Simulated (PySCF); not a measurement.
**Computed NMR parameters against published values**

Numbering as in the mapped SMILES `[F:1][CH2:2][F:3]`. Hydrogens are named by the atom that carries them.

The experiment to reproduce: δ ¹³C C2 117.6 ppm (measured; gas or nonpolar solvent (not told per row); T. W. Keal, PhD thesis, Durham 2005).
σ ¹⁹F F1/F3 338.7 ppm (measured; gas, 300 K; M. E. Harding, PhD thesis, Mainz 2008 (Harding, Lenhart, Auer, Gauss, JCP 2008, 128, 244111)). Coupling constants: ¹J(C2,H(C2)) 180.4 Hz, ¹J(C2,F3) -234.6 Hz, ²J(F3,H(C2)) 50.2 Hz, ¹J(C2,H(C2)) 184.5 Hz.

- GIAO B97-2/pcSseg-2 shieldings
- PBE0-D3(BJ)/def2-TZVP geometry
- J: B3LYP/pcJ-2
- run in PySCF
- no relativistic terms, no solvent, one computed conformer, rapidly exchanging positions averaged

Task: How close does the calculation come?

Result: 
Reference values: measured (gas or nonpolar solvent (not told per row); T. W. Keal, PhD thesis, Durham 2005).
```
atoms      quantity  reference  computed
   C2  δ ¹³C vs CH4      117.6     120.6
```

Reference values: measured (gas, 300 K; M. E. Harding, PhD thesis, Mainz 2008 (Harding, Lenhart, Auer, Gauss, JCP 2008, 128, 244111)).
```csv
atoms,quantity,reference,computed
F1/F3,σ ¹⁹F,338.7,330.7
```

Absolute shieldings are compared as such; zero-point and thermal motion, absent here, lowers them by some tenths of a ppm for H, a few ppm for C and up to about 10 ppm for F.

Computed shifts are σ(ref) − σ with the named reference compound (TMS for H and C) calculated as an isolated molecule at the same level. The measured values may be among those fitted. Shieldings were converted by linear fits to measured shifts (mostly CDCl3, TMS scale, for H and C): ¹³C (scatter 2.0 ppm rms, 2.1 ppm with the 1 outlier that the fit left out). A few per cent of atoms miss by over 2 rms, more outside the fitted compound classes.

Coupling constants in Hz:
```tsv
coupling	reference	computed	source
¹J(C2,H(C2))	180.4	186.4	measured; gas, zero-density limit; Jackowski, Slowinski, Molecules 2023, 28, 1499
¹J(C2,F3)	-234.6	-306.5	measured; gas, zero-density limit; Jackowski, Slowinski, Molecules 2023, 28, 1499
²J(F3,H(C2))	50.2	57.7	measured; gas, zero-density limit; Jackowski, Slowinski, Molecules 2023, 28, 1499
¹J(C2,H(C2))	184.5	186.4	measured; liquid or solution (compiled); San Fabian, Garcia de la Vega, Suardiaz et al., Magn. Reson. Chem. 2013, 51, 775 (SI)
```

6 of the 17 published NMR values on file for this molecule are compared. The rest: values from further sources, other calculations.

Common functionals overestimate the size of one-bond C–F couplings by tens of Hz; these are unscaled.
